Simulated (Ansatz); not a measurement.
# [Dy(NH3)6]3+ (DyN6H18 (+3)): rung by rung

The task here is to estimate one member of a computed series from the others.

Method: as each input shows; program: Ansatz 0.2.0, Gaussian basis.

Levels to be run: r2SCAN-D4/def2-TZVP, LDA/def2-TZVP, HSE06-D4/def2-TZVP, PBE-D4/def2-SVP, PBE0-D4/def2-SVP, MP2/def2-SVP, RPA/def2-SVP.

2 further runs of the same task are left out: 1 that didn't finish, 1 set aside as unsound or not needed.

## The geometry

The geometry is that of the sextet, from an earlier relaxation (r2SCAN-D4/def2-SVP).

25 atoms, charge 3, spin multiplicity 6.

Atoms are counted from 1 here; the program's logs count them from 0.

Bond lengths: Dy1–N2 2.482 Å, Dy1–N6 2.482 Å, Dy1–N10 2.498 Å, Dy1–N14 2.498 Å, Dy1–N18 2.483 Å, Dy1–N22 2.483 Å, N2–H3 1.031 Å, N2–H4 1.031 Å, N2–H5 1.031 Å, N6–H7 1.031 Å, N6–H8 1.031 Å, N6–H9 1.031 Å, N10–H11 1.031 Å, N10–H12 1.031 Å, N10–H13 1.031 Å, N14–H15 1.031 Å, N14–H16 1.031 Å, N14–H17 1.031 Å and more. Angles: N2–Dy1–N6 178.9°, N2–Dy1–N10 90.9°, N2–Dy1–N14 90.6°, N2–Dy1–N18 88.9°, N2–Dy1–N22 89.9°, N6–Dy1–N10 90.2°, N6–Dy1–N14 88.3°, N6–Dy1–N18 90.8°, N6–Dy1–N22 90.4°, N10–Dy1–N14 178.5°, N10–Dy1–N18 89.8°, N10–Dy1–N22 89.3°, N14–Dy1–N18 90.5°, N14–Dy1–N22 90.4°, N18–Dy1–N22 178.4°, Dy1–N2–H3 115.1°, Dy1–N2–H4 115.6°, Dy1–N2–H5 115.6° and more.

Dy takes a core potential in the def2 sets. No spin-orbit coupling is included. The ion is computed in the gas phase, without counter-ions or solvent.

PBE-D4/def2-TZVP was run before; its log isn't repeated, and its numbers join the tables.

Set-up of the first run:

start.molden holds the orbitals of an earlier run on this state, given as this run's starting guess.

Input file in.yaml:

```yaml
crystal:
  periodic: [false, false, false]
  atoms:
    - {symbol: Dy, position_ang: [0.000942, 0.000014, 0.001711]}
    - {symbol: N, position_ang: [-0.020303, 0.018585, 2.483534]}
    - {symbol: H, position_ang: [0.828599, 0.402698, 2.925649]}
    - {symbol: H, position_ang: [-0.118048, -0.903129, 2.935743]}
    - {symbol: H, position_ang: [-0.775656, 0.569477, 2.918876]}
    - {symbol: N, position_ang: [-0.022829, -0.006103, -2.479744]}
    - {symbol: H, position_ang: [-0.836186, -0.472633, -2.909053]}
    - {symbol: H, position_ang: [0.776865, -0.472556, -2.934109]}
    - {symbol: H, position_ang: [-0.029475, 0.923755, -2.925786]}
    - {symbol: N, position_ang: [2.498451, -0.021792, -0.014495]}
    - {symbol: H, position_ang: [2.949769, 0.903895, -0.063742]}
    - {symbol: H, position_ang: [2.935851, -0.528963, -0.798305]}
    - {symbol: H, position_ang: [2.946435, -0.449294, 0.810009]}
    - {symbol: N, position_ang: [-2.496165, 0.008853, -0.047737]}
    - {symbol: H, position_ang: [-2.925435, 0.582167, -0.789486]}
    - {symbol: H, position_ang: [-2.959897, 0.356061, 0.805160]}
    - {symbol: H, position_ang: [-2.939231, -0.911684, -0.187160]}
    - {symbol: N, position_ang: [0.030520, 2.482421, 0.032012]}
    - {symbol: H, position_ang: [0.346208, 2.909197, 0.916163]}
    - {symbol: H, position_ang: [-0.882692, 2.934270, -0.127820]}
    - {symbol: H, position_ang: [0.636539, 2.933401, -0.670115]}
    - {symbol: N, position_ang: [0.010356, -2.482412, 0.026453]}
    - {symbol: H, position_ang: [-0.170881, -2.936787, -0.881568]}
    - {symbol: H, position_ang: [-0.682243, -2.926529, 0.648320]}
    - {symbol: H, position_ang: [0.898496, -2.912913, 0.325511]}
basis:
  gaussian: {orbitals: def2-TZVP, initial_orbitals: start.molden}
total_charge: 3
magnetization: {spin_polarized: true, initial_magnetization: 5}
hamiltonian: {xc: r2scan, dispersion: d4}
scf: {omitted_lower_state_checks: [starts]}
output: {forces: true, orbitals: {seedname: orbitals}}
```

Run with:

```
> ansatz run in.yaml --threads 4 --pin off --events-out ev --progress --plain --max-ram 6963MiB
```

Among the steps run: r2SCAN-D4/def2-TZVP; LDA/def2-TZVP; HSE06-D4/def2-TZVP; PBE-D4/def2-SVP; PBE0-D4/def2-SVP; MP2/def2-SVP; RPA/def2-SVP.

One table of the session follows, with a row left open; its other results are not shown here.

| level | HOMO (eV) | LUMO (eV) | gap (eV) |
| --- | --- | --- | --- |
| LDA/def2-TZVP | -18.07 | -17.96 | 0.11 |
| PBE-D4/def2-SVP | -18.66 | -17.83 | 0.83 |
| PBE-D4/def2-TZVP | ? | ? | ? |
| r2SCAN-D4/def2-TZVP | -18.98 | -16.87 | 2.10 |
| PBE0-D4/def2-SVP | -21.39 | -14.17 | 7.22 |
| HSE06-D4/def2-TZVP | -20.99 | -14.63 | 6.37 |

Q: Estimate the row for PBE-D4/def2-TZVP from the others.

As computed: HOMO (eV): -18.76; LUMO (eV): -17.92; gap (eV): 0.84. In the column «HOMO (eV)» it lies between r2SCAN-D4/def2-TZVP (-18.98) and PBE-D4/def2-SVP (-18.66).
